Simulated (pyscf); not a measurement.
Single points on ωB97X-D3(BJ)/def2-SVP structures (PySCF, gas phase).

For the elementary gas-phase step `[NH2][SiH2][NH][SiH2][NH2]` + `[Cl][SiH2][Cl]` -> `[NH2][SiH2][NH][SiH2][NH][SiH]([Cl])[Cl]` + `[H][H]` (singlet surface; H–N, H–Si broken, N–Si, H–H formed), what barrier and reaction energy does ωB97M-D3(BJ)/def2-TZVP give, measured from the separated reactants?

ΔE‡ = 1.63 eV, ΔE = -0.67 eV. Zero-point energy shifts the barrier by -0.04 eV. It is a four-centre exchange, with an imaginary mode of 1583i cm⁻¹. On the reactant side the descent ends in an adduct with a N–Si contact (not fully relaxed), 0.24 eV under the separated species and 1.80 eV under the saddle at ωB97X-D3(BJ)/def2-TZVP. What is counted as formed (N–Si) is already present as a longer contact in the reactant adduct; forming that adduct is a step of its own. At the saddle there is also a short H–Si contact that neither side keeps. This is the saddle that the search found; another between the same sides may lie lower.
